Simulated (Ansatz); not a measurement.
Reaction (SMILES): ClF (F-Cl) → ClF+ (doublet, bonded as ClF) + e-
B3LYP-D3(BJ)/def2-TZVP geometries, fixed; electronic energies without zero-point terms.

Basis-set convergence of the adiabatic ionisation energy at r2SCAN with Ansatz (a program for electronic structure). All functions are spherical. Open shells are unrestricted. No added dispersion term, no relativity. Functions are those of the species that has most. Reference: the value in aug-cc-pV(5+d)Z, 12.407 eV, itself unsure by roughly 0.004 eV (its mean distance from pcseg-4, aug-pcseg-3, aug-cc-pV(Q+d)Z). Deviations are taken from unrounded values.

```tsv
basis	functions
def2-SVP	32
def2-SVPD	50
def2-TZVP	68
def2-TZVPP	73
def2-TZVPD	86
def2-TZVPPD	91
def2-QZVPP	127
def2-QZVPPD	145
```

### Question
Which is the smallest def2 set listed that can be trusted to 0.1 eV here, that is, within that of the reference together with its larger relatives (same family, alike in diffuse functions; a set with none to test it counts only in the reference's own line)?

### Answer
The smallest set listed that lies within 0.1 eV of the reference with all its larger relatives (same family, alike in diffuse functions; a set with none counts only in the reference's own line) is def2-TZVP (68 functions, 0.009 eV off). Value minus reference: def2-SVP 0.196, def2-SVPD 0.357, def2-TZVP 0.009, def2-TZVPP 0.008, def2-TZVPD 0.026, def2-TZVPPD 0.026, def2-QZVPP -0.002, def2-QZVPPD 0.005 eV.
